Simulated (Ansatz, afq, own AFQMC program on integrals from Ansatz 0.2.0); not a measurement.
# Atomization energy of SiGeH, doublet

```yaml
atoms:
  - { symbol: Si, position_ang: [0.0000, -0.0368, 1.6490] }
  - { symbol: Ge, position_ang: [0.0000, -0.0037, -0.6463] }
  - { symbol: H, position_ang: [0.0000, 1.2915, 0.6314] }
```

Connectivity, by distances: Si–Ge, 1 bridging H.

Atoms in their ground-state spins without spin–orbit coupling (mostly on UHF) minus the molecule (UHF), without zero-point energy. The geometry is a stationary point, not shown to be a minimum.

Basis cc-pVDZ. Only valence electrons are correlated. Ansatz 0.2.0 and our own AFQMC program on the same integrals; the CISD trial comes from CCSD amplitudes, and released means the phaseless constraint is let go. Free AFQMC starts from the CCSD state and is never constrained. Its projection time is finite, and what remains of the start isn't in its error. ± is one standard error of the sampling. No spin–orbit coupling. The errors of all members are added in quadrature.

No full CI on the walks' own integrals is used here; CCSDTQ serves as the reference and is uncertain by about the last step of the cluster series. Each member takes its own surest rung, up to full CI.

The best estimate is CCSD(T) at the basis-set limit (CBS: def2-TZVPP and def2-QZVPP, with their diffuse functions for anions and beside diffuse sets, CCSD(T) itself extrapolated) plus the step from CCSD(T) to CCSDTQ in cc-pVDZ. Rows without CBS are in cc-pVDZ, the functionals in def2-TZVP; B2PLYP and the wave-function rows carry a basis error of their own. Core correlation and relativity beyond core potentials are missing, and ± holds the sampling alone.

Cautions: inner d shell frozen; no relativity below Rb; no spin-orbit coupling; SiGeH (doublet): the released energies are still falling, so no released level is given (meV from the phaseless value at times in 1/Eh: -4 ± 4 at 0.24, -7 ± 3 at 0.51, -12 ± 3 at 0.99, -19 ± 3 at 1.62, -21 ± 3 at 2.40), though the last usable value meets CCSDTQ within the noise, its ph-AFQMC/CISD value lies 21 ± 4 meV above CCSDTQ.

Best estimate: 143.0 kcal/mol.

```tsv
level	atomization energy (kcal/mol)	error against the best estimate (kcal/mol)
HF	80.0	-63.1
MP2	121.0	-22.0
CCSD	119.1	-24.0
CCSD(T)	123.1	-20.0
CCSDT	123.5	-19.5
CCSDT(Q)	123.9	-19.2
ph-AFQMC/CISD	123.5 ± 0.09	-19.5 ± 0.09
free AFQMC	123.9 ± 0.08	-19.2 ± 0.08
HF/CBS	84.4	-58.6
MP2/CBS	139.5	-3.6
CCSD(T)/CBS	142.2	-0.8
PBE	147.9	4.9
r2SCAN	146.6	3.5
PBE0	142.7	-0.4
B3LYP	142.0	-1.0
wB97M-V	143.7	0.6
B2PLYP	139.1	-3.9
surest rungs in cc-pVDZ	123.9	-19.2
```

Correlation beyond CCSD(T) adds 0.8 kcal/mol. Going to the basis-set limit adds 19.2 kcal/mol at CCSD(T). The perturbative (T) step is worth +4.0 kcal/mol.

Best estimates are given only where the step beyond CCSD(T) is under 0.3 eV and no member's determinant is very poor (T1 over 0.05, or 0.07 for open shells, ⟨S²⟩ too high by 0.3, two states mixed), so the hardest cases are missing from such tables.

The functionals ran in a triple-zeta set and keep a basis error of their own, a few kJ/mol for each bond in atomization energies and more for double hybrids, so close places among them and the extrapolated levels can swap.

CCSDT and higher add their correlation energy to the determinant of the CCSD(T) run, since their own runs factorise the integrals more tightly (a shift of under 2 meV). Free projections are given only where their last times agree within the noise and don't stop above the reference; a slow remainder of the start can still hide under it. Each member of a difference takes its own highest rung, so a best estimate needn't equal the limit plus the step of one row. A walk keeps the symmetry of its determinant, which the program's search chose and which needn't be the lowest solution, so a lower state of the same spin and another symmetry isn't excluded.
